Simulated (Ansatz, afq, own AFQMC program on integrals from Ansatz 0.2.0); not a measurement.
Integrals from Ansatz 0.2.0, then the random walk in our own AFQMC program (afq).

```yaml
crystal:
  periodic: [false, false, false]
  atoms:
    - {symbol: Cu, position_ang: [0.000000, 0.000000, 0.000000]}
    - {symbol: Cl, position_ang: [0.000000, 0.000000, 2.075895]}
basis:
  gaussian: {orbitals: def2-SVP}
magnetization: {spin_polarized: false}
correlation: {method: ccsd_t, electrons: outside_noble_gas, hamiltonian_folder: ham}
```

```sh
$ ansatz run in.yaml --threads 1 --pin off --events-out ev --progress --plain --max-ram 1382MiB
```

afq runs on the folder ham with

```
--method phaseless --trial hf --walkers 120 --populations 1 --least-time 40 --time-step 0.005 --steps-per-block 20 --equilibration-blocks 160 --max-blocks 600 --target-error 0.0015300 --factor-cut 1e-05 --seed 7291 --taylor-order 6
```

Times are imaginary, in 1/Eh. The walk had a cap of 615 s.

Output of the walk:

```
orbitals 35  electrons 9 9  factors 291 of 506
reference energy -2098.10046952 Eh
CCSD correlation -0.40819540 Eh in 15 cycles, weight of the determinant in the CISD state 0.8787
energy of the start -2098.100470 Eh
 block  time / (1/Eh)  mean weight  energy / Eh
     1     0.100  1.0041  -2098.271175
     2     0.200  1.0036  -2098.345284
     3     0.300  1.0002  -2098.374944
     4     0.400  1.0010  -2098.440979
     5     0.500  1.0010  -2098.449738
     7     0.700  1.0031  -2098.498396
     9     0.900  1.0007  -2098.520743
    20     2.000  1.0012  -2098.518885
    58     5.800  1.0022  -2098.579333
    96     9.600  1.0002  -2098.556025
   134    13.400  1.0003  -2098.542845
   172    17.200  1.0017  -2098.534074
   210    21.000  0.9990  -2098.538653
   248    24.800  0.9999  -2098.562594
   286    28.600  1.0007  -2098.643784
   324    32.400  1.0009  -2098.625012
   343    34.300  0.9918  -2098.474821
   362    36.200  1.0028  -2098.541642
   400    40.000  1.0004  -2098.540415
   438    43.800  0.9975  -2098.540669
   476    47.600  1.0026  -2098.528216
   514    51.400  0.9965  -2098.508357
   552    55.200  1.0010  -2098.499851
   590    59.000  1.0021  -2098.530543
   628    62.800  1.0036  -2098.546721
   666    66.600  0.9992  -2098.512541
   704    70.400  1.0015  -2098.527717
   742    74.200  0.9987  -2098.546989
blocks merged  error / Eh  count
     1  0.001685  600
     2  0.002165  300
     4  0.002742  150
     8  0.003433  75
    16  0.003822  37
    32  0.003591  18
    64  0.003766  9
energy -2098.539766 +/- 0.003822 Eh
(rows thinned)
```

The run passed its tests (sampling time, drift between the halves within three errors, error under three times the target), which doesn't prove that it has relaxed.

Against this walk (error 104.0 meV) on the same determinant: CCSD(T) 469.7 meV higher, a separate phaseless walk with a CISD trial and standard settings 517.8 ± 109.1 meV higher. The error is statistical and leaves out the bias of the constraint. None of these is a sure reference here.

Cautions: constraint bias not in the error; error above the target (104.0 against 41.6 meV); no relativity below Rb; outer-core shells of the metal frozen; higher spins were not checked.

The walk took 3.4 min on 1 thread of Arm Neoverse V2, with other jobs on the host. The log's last line is the phaseless energy.

A walk keeps the symmetry of its determinant, which the program's search chose and which needn't be the lowest solution, so a lower state of the same spin and another symmetry isn't excluded.
